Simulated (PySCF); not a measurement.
**Functional benchmark on one molecule**

Molecule: `O=P(O)(O)O`, H3O4P.

Cartesian coordinates in Å; atom numbers follow the order of the lines, from 1:
```xyz
8

O     0.373   -0.032    1.608
P    -0.113   -0.041    0.221
O    -0.822    1.282   -0.356
O     1.041   -0.296   -0.884
O    -1.242   -1.132   -0.080
H    -0.345    2.084   -0.110
H     1.790   -0.745   -0.472
H    -1.596   -1.080   -0.977
```

Geometry PBE0-D3(BJ)/def2-SVP throughout; GIAO in PySCF 2.14.0 with density-fitted response routines, gas phase, one conformer, non-relativistic; equivalent atoms averaged; basis pcSseg-2.

Reference values (measured; E. Pretsch, P. Bühlmann, M. Badertscher, Structure Determination of Organic Compounds, 4th ed., Springer 2009): δ(P2) = 0.0 ppm vs 85 % H3PO4. Computed shifts are taken against H3PO4, calculated as an isolated molecule at each level.

Task: How do the functionals WP04, B97-2, BHandHLYP, CAM-B3LYP, wB97X-D, LC-wPBE perform against the reference? Times are CPU seconds on 1 thread of an Intel Xeon Platinum 8259CL, shared host.

Result: 
```
functional                    kind    P2  abs. error P  core-s
      WP04           global hybrid  -6.1           6.1      24
     B97-2           global hybrid  -6.0           6.0      23
 BHandHLYP           global hybrid  -6.0           6.0      25
 CAM-B3LYP  range-separated hybrid  -6.3           6.3      32
   wB97X-D  range-separated hybrid  -6.2           6.2      31
   LC-wPBE  range-separated hybrid  -6.2           6.2      43
```

For ³¹P the closest is B97-2 (6.0 ppm, with BHandHLYP, WP04, wB97X-D, LC-wPBE, CAM-B3LYP practically level) and the furthest CAM-B3LYP (6.3 ppm). One molecule is a small sample, and vibrational and solvent effects are absent from the calculation.
